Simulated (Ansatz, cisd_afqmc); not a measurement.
Species: CS, charge 1, doublet. CS+ (parent SMILES [C-]#[S+], doublet).
B3LYP-D3(BJ)/def2-TZVP minimum from Ansatz (a quantum-chemistry and plane-wave program):
```
C
S 1 1.4861
```
Charge +1, spin multiplicity 2.

Total energies in cc-pV(D+d)Z, 9 correlated electrons, 6 frozen orbitals. Open shells are spin-unrestricted; no spin-orbit coupling. Cores are frozen in correlated methods. No relativity. AFQMC is phaseless with a CISD trial state; ± is one standard error, without the phaseless bias. Outlying blocks are dropped, and bars are widened where a walk drifts. Over all cases where full CI ran beside it in this data, AFQMC minus full CI had a median of +0.1 mEh and passed +0.4 mEh in a tenth of the cases. The UHF reference of CS+ (parent SMILES [C-]#[S+], doublet) is spin-contaminated (<S^2> up to 0.71 over the pure value in the sets run).

```csv
method,program,energy (Eh),minus CCSDTQ (mEh)
HF,Ansatz,-434.96843,243.39
MP2,Ansatz,-435.14628,65.55
CCSD,Ansatz,-435.19491,16.91
CCSD(T),Ansatz,-435.20707,4.75
CCSDT(Q),Ansatz,-435.21216,-0.34
CCSDTQ,Ansatz,-435.21182,0.00
AFQMC/CISD,cisd_afqmc,-435.2101 ± 0.0004,1.7 ± 0.4
```

Rough core times of Ansatz's runs on a shared machine: CCSD(T) under 20 s, CCSDT(Q) 40 s, CCSDTQ 10 min.
